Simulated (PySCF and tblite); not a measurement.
Values are calculated unless marked as measured or tabulated.
System: 3-methyl-2-butanol, C5H12O, numbered as in [CH3:1][CH:2]([CH3:3])[C@@H:4]([CH3:5])[OH:6].

For the rotation about the C2–C4 bond (torsion C1–C2–C4–C5 from 179° to 291°, rising): electronic barrier 4.29 kcal/mol, zero-point change 0.10 kcal/mol, thermal and entropy terms at 400 K a further 1.03 kcal/mol (symmetry numbers apart). The minimum is C1, the saddle C1. The path came from a restrained scan, a climbing-image band and a saddle search at GFN2-xTB; energies are BHandHLYP/pcSseg-1 + D3(BJ)//GFN2-xTB, thermal terms GFN2-xTB. Rates follow Eyring's equation with the number of equivalent paths and no tunnelling. (PySCF 2.14 with density fitting, tblite 0.8.)

Question: How many equivalent paths lead out of the minimum?

Answer: 1: the symmetry number of the minimum is 1, that of the saddle displaced along its mode 1.

Question: Work out the rate at 400 K.

Answer: ΔG‡ = 5.42 kcal/mol; k_B T/h = 8.3×10¹² s⁻¹; exp(−ΔG‡/RT) = 0.0011; times 1 gives k = 9.1×10⁹ s⁻¹. Wigner's tunnelling factor for the 72i cm⁻¹ mode would be 1.00.
